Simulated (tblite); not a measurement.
System: CH3, doublet: map of symmetric stretch and umbrella angle. Scanned: C-H bond length and angle between the C-H bonds and the threefold axis (90 = planar).

Cartesian coordinates as functions of the variables (Å; names that start with a are angles):
```
C  0  0  0
H  r*sin(a)*cos(0*2*pi/3+0)  r*sin(a)*sin(0*2*pi/3+0)  0+r*cos(a)
H  r*sin(a)*cos(1*2*pi/3+0)  r*sin(a)*sin(1*2*pi/3+0)  0+r*cos(a)
H  r*sin(a)*cos(2*2*pi/3+0)  r*sin(a)*sin(2*2*pi/3+0)  0+r*cos(a)
```

Level of theory: GFN2-xTB, 300 K electronic temperature in tblite.

Energy in kcal/mol above the lowest grid point; x is the C-H bond length (Å), y the angle between the C-H bonds and the threefold axis (90 = planar) (°).

```
y \ x   0.95  1.02  1.06  1.11  1.17  1.21  1.27  1.31  1.35
------  ----  ----  ----  ----  ----  ----  ----  ----  ----
130     94.8  65.3  57.3  53.7  56.2  60.9  71.1  79.3  88.3
127.20  80.7  52.6  45.3  42.5  46.0  51.2  62.0  70.7  80.1
123.20  64.4  38.1  31.6  29.8  34.3  40.2  51.9  61.0  70.9
119.20  51.9  27.0  21.3  20.3  25.7  32.0  44.4  54.0  64.3
115.20  42.4  18.8  13.7  13.4  19.5  26.3  39.3  49.3  59.9
111.20  35.4  12.8   8.3   8.6  15.3  22.5  36.1  46.4  57.3
107.20  30.5   8.7   4.6   5.5  12.8  20.3  34.4  45.0  56.2
103.20  27.0   6.0   2.3   3.6  11.4  19.3  33.8  44.7  56.2
99.20   24.8   4.4   1.0   2.6  10.8  19.0  33.9  45.1  56.8
95.20   23.6   3.5   0.3   2.2  10.7  19.1  34.3  45.7  57.7
90      23.0   3.1   0.0   2.0  10.7  19.2  34.6  46.1  58.2
```

Points that lie below all their neighbours on the grid: x = 1.06, y = 90 on the edge of the grid (0.0 kcal/mol).
